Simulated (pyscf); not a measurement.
`[SH][InH2]` → `[InH]` [singlet] + `[SH2]` (1,1-elimination; singlet surface; In–S, H–In broken, H–S formed). PySCF, gas phase, ωB97X-D3(BJ)/def2-SVP geometries. Correlated levels are frozen-core, on RHF or UHF. ΔMP2 is the change of the MP2 total energy from the triple- to the quadruple-zeta basis. Energies in kcal/mol from the reactant's lowest minimum found.

| level | barrier | reaction energy |
|---|---|---|
| ωB97X-D3(BJ)/def2-TZVP | 54.8 | +30.0 |
| r²SCAN/def2-TZVP | 42.9 | +25.7 |
| M06-2X/def2-TZVP | 49.2 | +23.5 |
| HF/def2-TZVP | (withheld) | +18.7 |
| MP2/def2-QZVPP | 47.2 | +23.7 |
| CCSD(T)/def2-TZVPP | 48.9 | +22.2 |
| CCSD(T)/def2-TZVPP + ΔMP2(QZVPP) | (withheld) | (withheld) |

### Question
Fill in the missing entries.

### Answer

- HF/def2-TZVP, barrier: 65.0
- CCSD(T)/def2-TZVPP + ΔMP2(QZVPP), barrier: 47.8
- CCSD(T)/def2-TZVPP + ΔMP2(QZVPP), reaction energy: +22.5

On the product side the descent ends in a bound adduct, 8.7 kcal/mol under the separated species and 33.5 kcal/mol under the saddle at ωB97X-D3(BJ)/def2-TZVP. This is the saddle that the search found; another between the same sides may lie lower. The CCSD(T) − MP2 part came from Ansatz, without density fitting, on the same reference. The frozen core leaves the outer d or s,p core shells of the metals and heavy elements correlated in the MP2 and CC values, and def2-TZVPP describes them poorly, which can shift differences by a few kcal/mol. Elements past Kr carry the def2 core potentials, without spin-orbit coupling.
